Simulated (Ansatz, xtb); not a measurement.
## Isomers of C5H6O in order of energy

3 gas-phase structures of C5H6O, from a drawn sample of its isomers (lower ones may exist). Each was relaxed with GFN2-xTB:

A. `OC1=CC=CC1`, a singlet
B. `OC1=CCC=C1`, a singlet
C. `OC1C=CC=C1`, a singlet

**Question.** Which do you expect lowest at r2SCAN-D4/def2-SVP, and how would the others follow?

**Answer.** Calculated order at r2SCAN-D4/def2-SVP: B (0.0), A (1.8), C (11.8) kcal/mol.

Energies above the lowest of each column, in kcal/mol; the last columns are at PBE0-D3(BJ)/def2-SVP geometries:

```csv
structure,GFN2-xTB,HF/STO-3G,r2SCAN-D4/def2-SVP,PBE0-D3(BJ)/def2-SVP,CCSD(T)/def2-SVP + ΔMP2/def2-TZVPP
B,0.0,0.0,0.0,0.0,0.0
A,0.7,1.0,1.8,1.9,2.0
C,11.5,10.0,11.8,11.3,7.6
```

Every level run on B puts it lowest or level with the lowest. Flexible structures stand in one conformer each, not always the lowest. ΔMP2 is the change of the MP2 energy from the smaller to the larger basis.

Programs: Ansatz 0.2.0, xtb 6.7.1.
